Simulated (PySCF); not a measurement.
Molecule: SMILES CCC(N)=O, C$_{3}$H$_{7}$NO.

Geometry:
```json
{"atom": "C1", "x (Å)": "-1.684", "y (Å)": "-0.131", "z (Å)": "-0.182"}
{"atom": "C2", "x (Å)": "-0.226", "y (Å)": "-0.541", "z (Å)": "-0.196"}
{"atom": "C3", "x (Å)": "0.695", "y (Å)": "0.574", "z (Å)": "0.274"}
{"atom": "N4", "x (Å)": "2.023", "y (Å)": "0.326", "z (Å)": "0.109"}
{"atom": "O5", "x (Å)": "0.283", "y (Å)": "1.602", "z (Å)": "0.770"}
{"atom": "H6", "x (Å)": "-1.865", "y (Å)": "0.707", "z (Å)": "-0.870"}
{"atom": "H7", "x (Å)": "-1.979", "y (Å)": "0.209", "z (Å)": "0.820"}
{"atom": "H8", "x (Å)": "-2.333", "y (Å)": "-0.968", "z (Å)": "-0.477"}
{"atom": "H9", "x (Å)": "0.091", "y (Å)": "-0.864", "z (Å)": "-1.203"}
{"atom": "H10", "x (Å)": "-0.057", "y (Å)": "-1.410", "z (Å)": "0.465"}
{"atom": "H11", "x (Å)": "2.367", "y (Å)": "-0.527", "z (Å)": "-0.305"}
{"atom": "H12", "x (Å)": "2.685", "y (Å)": "1.022", "z (Å)": "0.426"}
```

Geometry PBE0-D3(BJ)/def2-SVP throughout; GIAO in PySCF, gas phase, one conformer, non-relativistic; equivalent atoms averaged; functional PBE0.

**Question.** How do the shifts δ (against TMS, NH3, H2O at the same level) depend on the basis set? (ppm; last column core-seconds on shared hosts with different chips, so compare them loosely)

**Answer.** 
```csv
basis set,functions,C3,C2,C1,N4,O5,H11,H12,H9/H10,H6/H7/H8,core-s
STO-3G,32,108.2,28.8,17.8,57.1,396.9,4.07,4.00,1.53,1.02,2.2
6-31G,59,161.7,28.1,10.1,91.2,398.1,4.13,3.86,2.07,1.12,4.2
pcSseg-0,59,180.9,29.8,11.1,107.8,468.8,3.86,3.59,2.17,1.24,3.7
6-31G*,84,157.3,26.5,9.9,89.7,368.9,3.83,3.67,1.90,1.00,5.4
def2-SVP,105,163.1,26.3,9.2,99.7,397.6,4.02,3.84,1.71,0.86,6.7
cc-pVDZ,105,162.8,28.6,10.6,100.6,395.4,4.02,3.86,1.76,0.91,6.9
pcSseg-1,120,172.2,28.3,9.6,112.0,424.8,4.42,4.29,1.86,1.06,9.8
"6-311+G(2d,p)",177,172.3,28.4,8.6,105.8,401.2,4.38,4.28,2.11,1.00,14
aug-cc-pVDZ,178,168.1,28.6,9.6,99.5,383.2,4.65,4.53,2.17,1.08,14
def2-TZVP,197,173.4,29.1,9.4,107.6,408.8,4.43,4.23,2.07,0.99,17
IGLO-III,245,177.2,29.6,9.3,108.5,412.8,4.60,4.44,2.14,1.03,21
cc-pVTZ,248,171.8,28.4,9.2,108.3,409.8,4.59,4.32,2.06,1.00,21
pcSseg-2,278,178.7,29.8,9.7,109.2,415.4,4.76,4.56,2.10,1.03,23
```

**Question.** Which nucleus moves most, in ppm?

**Answer.** O5 (amide-type carbonyl oxygen): from 368.9 ppm with 6-31G* to 468.8 ppm with pcSseg-0. The smallest spread is 0.39 ppm, at H6/H7/H8. Proton shifts span only some 12 ppm, so a few tenths of a ppm matter as much there as several ppm in carbon.

**Question.** Taking the largest basis, pcSseg-2 (278 functions), as the yardstick, rank the others by their worst heavy-atom deviation.

**Answer.** IGLO-III 2.6 ppm (245 functions), def2-TZVP 6.5 ppm (197 functions), cc-pVTZ 6.9 ppm (248 functions), pcSseg-1 9.5 ppm (120 functions), 6-311+G(2d,p) 14.2 ppm (177 functions), def2-SVP 17.8 ppm (105 functions), 6-31G 18.1 ppm (59 functions), cc-pVDZ 19.9 ppm (105 functions), aug-cc-pVDZ 32.1 ppm (178 functions), 6-31G* 46.5 ppm (84 functions), pcSseg-0 53.4 ppm (59 functions), STO-3G 70.5 ppm (32 functions).

A small basis that lands close on one nucleus may do so by chance; judge by the trend and by all nuclei.
